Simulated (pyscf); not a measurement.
Thermochemistry of product channels of `[NH2][SiH]([NH2])[Cl]` + `[OH2]` on the singlet surface, in kcal/mol, from ωB97M-D3(BJ)/def2-TZVP energies (ideal gas, 1 atm, RRHO with modes under 100 cm⁻¹ raised to 100, one conformer, R ln 2 for chiral ones without a mode under 150 cm⁻¹). Single points on ωB97X-D3(BJ)/def2-SVP structures (PySCF, gas phase).

```csv
products,ΔE,ΔH(298 K),ΔG(298 K),ΔG(900 K)
`[NH2][Si]([NH2])([OH])[Cl]` + `[H][H]`,?,-26.9,-24.7,-21.7
`[NH2][SiH]([NH2])[OH]` + `[ClH]`,-0.1,-1.5,-0.9,0.0
```

Complete the blanks.


- `[NH2][Si]([NH2])([OH])[Cl]` + `[H][H]`, ΔE: -23.9

These are energies of the channels, which say nothing of barriers.
